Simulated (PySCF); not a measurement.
# C4H5N: the cost of one run

The runs use PySCF 2.14.0, with density-fitted response routines of our own; the level of theory stands in each step. All values are computed, except where a source is named. Atoms are numbered from 0 throughout.

## Step 1: Starting geometry

10 atoms, charge 0, multiplicity 1; geometry from: GFN2-xTB. The atoms were then displaced at random by about 0.01 Å, so the start is not that level's minimum.

Bonds of the start (Å): C0–C1 1.43, C1–C2 1.36, C2–N3 1.41, N3–C4 1.33, C4–C0 1.34, C0–H5 1.09, C1–H6 1.06, C2–H7 1.04, N3–H8 1.00, C4–H9 1.07.

## Step 2: Relaxing the molecule at PBE0-D3(BJ)/def2-SVP

Job settings and geometry (Å):

```
{"job": {"xc": "PBE0", "basis": "def2-SVP", "d3": "d3bj", "grid": 1, "shake": 0.01, "kind": "geom"}, "charge": 0, "multiplicity": 1}
C      0.419630     1.091030    -0.033130
C     -0.953490     0.701700    -0.093310
C     -0.977070    -0.661450    -0.030310
N      0.362540    -1.084400     0.068260
C      1.159380    -0.020050     0.052580
H      0.754620     2.130660    -0.071600
H     -1.795650     1.342550    -0.171480
H     -1.760880    -1.345320    -0.035990
H      0.618030    -2.042330     0.155430
H      2.223330    -0.133330     0.138510
```

On the command line:

```sh
$ OMP_NUM_THREADS=1 python probes_run.py task.json out
```

This one command runs all jobs of the session in turn.

**Question.** How long does this first job take on 1 thread of Intel Xeon Platinum 8259CL at 2.50GHz, shared host, and how much memory does it need?

About 26 s, with a peak of 0.4 GiB.
